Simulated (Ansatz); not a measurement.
**Worked example: correlation energy of H$_{2}$Ge–GeH$_{2}$⁺, quartet**

Geometry: that of the H2Ge–GeH2, triplet, kept fixed. The doublet lies 2.6 eV lower here.

```xyz
6

Ge    0.0192    0.0000    1.2276
Ge    0.0192    0.0000   -1.2276
H    -0.6906    1.2523    1.8004
H    -0.6906   -1.2523    1.8004
H    -0.6906    1.2523   -1.8004
H    -0.6906   -1.2523   -1.8004
```

Basis cc-pVDZ; Ansatz 0.2.0. Only valence electrons are correlated (noble-gas cores and the filled d shells of p-block atoms frozen), which leaves 11 electrons in 46 orbitals. Prefix R: restricted or restricted open-shell reference; prefix U: unrestricted. No spin–orbit coupling is included, and no scalar relativity.

Full CI isn't at hand for all of this; UCCSDT(Q) serves as the reference, and is uncertain by about the last step of the cluster series.

Runs differ by some tens of microhartree through their thresholds and, for an open shell, their frozen cores, so steps under 0.03 kcal/mol mean nothing.

```tsv
level	total energy (hartree)
UHF	-4152.580025
UMP2	-4152.721662
UCCSD	-4152.763681
UCCSD(T)	-4152.768398
UCCSDT	-4152.769824
UCCSDT(Q)	-4152.769965
```

What is the correlation energy at UCCSDT(Q), and what share of it do UMP2 and UCCSDT recover?

E(corr) = -4152.769965 − (-4152.580025) = -0.189940 hartree = -5.169 eV. UMP2: -0.141637 / -0.189940 = 74.57 %. UCCSDT: -0.189799 / -0.189940 = 99.93 %.

By how many kcal/mol does UCCSD(T) miss UCCSDT(Q) (1 hartree = 627.509 kcal/mol), and which steps make up the rest?

-4152.768398 − (-4152.769965) = 0.001567 hartree = 0.98 kcal/mol. Steps: UCCSDT − UCCSD(T) = -0.89, UCCSDT(Q) − UCCSDT = -0.09 kcal/mol. Differences between like states or geometries often cancel part of this.
